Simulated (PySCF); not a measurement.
## Level of theory and gas-phase deprotonation enthalpies: isocyanic acid

Structure: `N=C=O` (CHNO). Non-hydrogen atoms are numbered in `[NH:1]=[C:2]=[O:3]`.

All levels share the PBE0-D3(BJ)/ma-def2-SVP structures and the PBE0-D3(BJ)/ma-def2-SVP thermal terms; only the single-point energies (PySCF) change. Values are gas-phase deprotonation enthalpies (298 K, kJ/mol).

| level | N1 | abs. error | time |
| --- | --- | --- | --- |
| MP2/ma-def2-TZVP | 1413 | 14.7 | 3.8 s |
| CCSD(T)/ma-def2-TZVP | 1424 | 3.7 | 73 s |
| B3LYP-D3(BJ)/ma-def2-TZVP | 1433 | 5.2 | – |
| HF/ma-def2-TZVP | 1439 | 11.6 | 0.74 s |
| ATcT 1.112 | 1428 |  |  |

Times are wall times for all single points of a level on 1 thread of Arm Neoverse V1, a shared host; the dash marks the run that also made the structures.

Hartree-Fock leaves out electron correlation, so its deprotonation energies can be off by tens of kJ/mol.

The spread: 26 kJ/mol, from 1413 to 1439.
